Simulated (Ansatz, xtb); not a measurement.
## Relaxing a trial structure of C4H8O

The starting geometry of this gas-phase singlet was built from a drawn formula by distance geometry and a force field; its bonds are those of `[CH][C@H](O)CC`.

```xyz
13

C    -3.2112   -0.0611   -0.3444
C    -2.3761   -1.0552    0.3879
C    -1.4346   -1.7640   -0.5302
C    -0.4257   -0.8705   -1.2313
O    -1.6698   -0.3615    1.4132
H    -3.8729    0.6321   -0.8502
H    -3.0235   -1.7638    0.8568
H    -1.2848    0.4566    1.0006
H    -1.9947   -2.3040   -1.3681
H    -0.9103   -2.5109   -0.0561
H     0.2089   -1.4784   -1.9057
H    -0.8671   -0.0909   -1.8490
H     0.2662   -0.3692   -0.5349
```

Q: Where would you expect an optimisation with r2SCAN-D4/def2-SVP to take it?

A: It rearranges to `CC/C=C\O`. Contacts that open: C2–C3 (1.49 → 2.59 Å). Contacts that close: C1–C3 (2.47 → 1.50 Å).

The energy falls by 5.46 eV over 33 steps:

```tsv
step	E − E(last) (eV)
1	5.462
5	4.045
8	3.578
12	3.550
15	3.492
19	2.882
22	1.442
26	0.235
29	0.002
33	0.000
```

Final geometry (Å):

```yaml
atoms:
  - { symbol: C, position_ang: [-2.7115, -1.2224, -0.1362] }
  - { symbol: C, position_ang: [-2.5694, -0.4887, 0.9832] }
  - { symbol: C, position_ang: [-1.7482, -1.4828, -1.2624] }
  - { symbol: C, position_ang: [-0.3649, -0.8386, -1.1725] }
  - { symbol: O, position_ang: [-1.5032, 0.2300, 1.4157] }
  - { symbol: H, position_ang: [-3.6898, -1.7052, -0.2387] }
  - { symbol: H, position_ang: [-3.3946, -0.4136, 1.7000] }
  - { symbol: H, position_ang: [-0.7875, 0.1495, 0.7711] }
  - { symbol: H, position_ang: [-2.2233, -1.1670, -2.2115] }
  - { symbol: H, position_ang: [-1.6209, -2.5774, -1.3696] }
  - { symbol: H, position_ang: [0.2466, -1.1034, -2.0488] }
  - { symbol: H, position_ang: [-0.4233, 0.2635, -1.1556] }
  - { symbol: H, position_ang: [0.1944, -1.1848, -0.2862] }
```

From the same start GFN2-xTB ends elsewhere, at `C=C(O)CC`.

The end wasn't checked by frequencies. Run with Ansatz 0.2.0, 3.5 min on 2 threads of AMD EPYC (Zen 3), on a shared host.
